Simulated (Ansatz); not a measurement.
Cubic perovskite BaTiO₃ (cubic high-temperature phase), treated with PBE-D3(BJ) (plane waves, PAW; Ansatz, a first-principles code).

Numerical settings: plane-wave cutoff 520 eV, 8×8×8 k mesh, Fermi–Dirac smearing 0.01 eV, no spin polarisation, scalar-relativistic PAW data made under PBE.

Results at a series of volumes:

```tsv
V (Å³/atom)	E − E_lowest (meV/atom)	P (GPa)
11.962	27.33	12.14
12.217	11.69	7.64
12.471	2.81	3.61
12.726	0.00	0.00
12.980	2.61	-3.23
13.235	10.09	-6.13
13.490	21.91	-8.72
```

Estimate the bulk modulus and its pressure derivative from these points.

V0 = 12.726 Å³/atom, B0 = 171 GPa, B′ = 4.5 (fit to the energies at full precision).

Measured, for comparison: bulk modulus 162 GPa (temperature not stated, not corrected to a static lattice, our sources range from 162 to 173; as tabulated in Matsushita et al. (2011), arXiv:1104.2769). Computed (rounded) less measured: bulk modulus +6 % (inside the range of the sources held).

Note: the relaxation could not lower the start's symmetry, so the cell can be a saddle point above a distorted one.

Spin–orbit coupling is not included.
